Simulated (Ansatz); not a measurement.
# hcp Ru

Computed with r²SCAN (PAW; Ansatz, an electronic-structure program).

Settings: plane-wave cutoff 500 eV, 22×22×1 k mesh (along the axes of the cell as run), Fermi–Dirac smearing 0.1 eV, scalar-relativistic PAW data made under PBE.

Cell: relaxed at this level.

```
Item                                    Value
----------------------------------  ---------
surface energy of the (10-11) face  3.16 J/m²
work function of the (10-11) face     4.94 eV
```

The slab of 12 atoms is relaxed and unreconstructed.

Computing time: very roughly 90 core-minutes.
